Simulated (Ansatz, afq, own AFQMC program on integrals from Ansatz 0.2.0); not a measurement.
Integrals from Ansatz 0.2.0, then the random walk in our own AFQMC program (afq).

```yaml
crystal:
  periodic: [false, false, false]
  atoms:
    - {symbol: S, position_ang: [0.000000, 0.000000, 0.000000]}
    - {symbol: Br, position_ang: [0.000000, 0.000000, 2.272000]}
basis:
  gaussian: {orbitals: cc-pVDZ}
total_charge: 1
magnetization: {spin_polarized: true, initial_magnetization: 2}
correlation: {method: ccsd_t, electrons: outside_noble_gas, hamiltonian_folder: ham}
```

```sh
$ ansatz run in.yaml --threads 1 --pin off --events-out ev --progress --plain --max-ram 1382MiB
```

Options of the walk:

```
--method phaseless --trial cisd --walkers 160 --populations 1 --least-time 40 --time-step 0.01 --steps-per-block 25 --equilibration-blocks 24 --max-blocks 240 --target-error 0.00084 --factor-cut 1e-05 --start spin_pure --seed 9146 --taylor-order 6
```

Times are imaginary, in 1/Eh. The walk had a cap of 206 s. Filled inner d shells are frozen with the cores.

```
orbitals 26  electrons 7 5  factors 182 of 509
reference energy -2969.55561112 Eh
CCSD correlation -0.24082465 Eh in 12 cycles, weight of the determinant in the CISD state 0.8032
energy of the start -2969.794671 Eh
 block  time / (1/Eh)  mean weight  energy / Eh
     1     0.250  1.0006  -2969.791997
     2     0.500  1.0023  -2969.793414
     3     0.750  1.0008  -2969.796369
     4     1.000  1.0016  -2969.799447
     5     1.250  1.0021  -2969.800361
     7     1.750  1.0000  -2969.804825
     9     2.250  1.0009  -2969.805178
    13     3.250  1.0008  -2969.804732
    21     5.250  1.0003  -2969.811294
    29     7.250  0.9961  -2969.807422
    37     9.250  0.9999  -2969.807231
    45    11.250  0.9975  -2969.803394
    53    13.250  1.0000  -2969.806474
    61    15.250  0.9991  -2969.811402
    69    17.250  0.9977  -2969.795887
    77    19.250  0.9990  -2969.806408
    85    21.250  1.0010  -2969.815468
    93    23.250  1.0024  -2969.821563
   101    25.250  0.9988  -2969.813952
   109    27.250  1.0013  -2969.799245
   117    29.250  1.0038  -2969.808793
   125    31.250  0.9996  -2969.805073
   133    33.250  0.9986  -2969.805400
   141    35.250  1.0017  -2969.806565
   149    37.250  0.9964  -2969.806184
   157    39.250  0.9995  -2969.801362
   165    41.250  1.0000  -2969.802757
   173    43.250  1.0015  -2969.813882
   181    45.250  1.0001  -2969.804833
blocks merged  error / Eh  count
     1  0.000425  160
     2  0.000552  80
     4  0.000698  40
     8  0.000723  20
    16  0.000895  10
energy -2969.806990 +/- 0.000723 Eh
(rows thinned)
```

Q: Estimate how long the walk took on 1 thread of Intel(R) Xeon(R) 6975P-C (Granite Rapids), on a shared host.

A: 2.7 min of wall time.

The run passed its tests (sampling time, drift between the halves within three errors, error under three times the target), which doesn't prove that it has relaxed. The second half of the sampling lies above the first by 2.6 errors of their difference, so the energy may still be moving and its error bar be too small.

Against this walk (error 19.7 meV) on the same determinant: CCSD(T) 30.6 meV higher (within the noise), CCSDT(Q) 59.6 meV lower, a separate phaseless walk with a CISD trial and standard settings 42.4 ± 26.3 meV higher (within the noise). The error is statistical and leaves out the bias of the constraint. CCSDT(Q) is the surest value here, so the walk's 60 meV above it is most likely the bias of the constraint with this trial, which can have either sign, or comes from the drawn settings.

Cautions: constraint bias not in the error; no relativity below Rb; no spin-orbit coupling; inner d shell frozen; lower spins were not checked; higher spins were not checked; strong correlation (T1 0.059, weight of the determinant 0.80, largest double 0.12); unrestricted determinant slightly spin contaminated (⟨S²⟩ 2.05 against 2.00); the time-step error isn't removed.

CCSDT and higher add their correlation energy to the determinant of the CCSD(T) run, since their own runs factorise the integrals more tightly (a shift of under 2 meV). A walk keeps the symmetry of its determinant, which the program's search chose and which needn't be the lowest solution, so a lower state of the same spin and another symmetry isn't excluded.
